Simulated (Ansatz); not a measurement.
Reaction: C2H3N (SMILES CC#N) → C2H3N (parent SMILES CC#N, triplet)
Each species at its own B3LYP-D3(BJ)/def2-TZVP minimum (Ansatz, a program for electronic structure).

Total energies in hartree (Ansatz). UHF or UKS for unpaired electrons; spin-orbit terms are left out. Cores are frozen in correlated methods. No relativity. The spin of C2H3N (parent SMILES CC#N, triplet) was assumed, and the state is the lowest solution found for it.

| species | HF/cc-pVTZ | CCSD(T)/cc-pVTZ | HF/cc-pVQZ | CCSD(T)/cc-pVQZ | CCSD(T)/cc-pVDZ | CCSDT(Q)/cc-pVDZ |
|---|---|---|---|---|---|---|
| 1: C2H3N (acetonitrile, SMILES CC#N) | -131.97382 | -132.52744 | -131.98271 | -132.56554 | -132.39798 | -132.40002 |
| 2: C2H3N (parent SMILES CC#N, triplet) | -131.84076 | -132.35417 | -131.84977 | -132.39088 | -132.23019 | -132.23405 |

**Question.** Work out the adiabatic triplet-singlet gap (electronic) in kcal/mol: take Hartree-Fock from cc-pVQZ, extrapolate the CCSD(T) correlation energy as X^-3 (X = 3, 4), and add CCSDT(Q) - CCSD(T) in cc-pVDZ. 1 hartree = 627.51 kcal/mol.

**Answer.** 
Species 1: correlation (64·(-0.58283) - 27·(-0.55362))/37 = -0.60415; step -0.00204; E1 = -131.98271 + (-0.60415) + (-0.00204) = -132.58890
Species 2: correlation (64·(-0.54111) - 27·(-0.51341))/37 = -0.56132; step -0.00386; E2 = -131.84977 + (-0.56132) + (-0.00386) = -132.41495
-1·E1 +1·E2 = 0.17395 hartree = 109.2 kcal/mol.
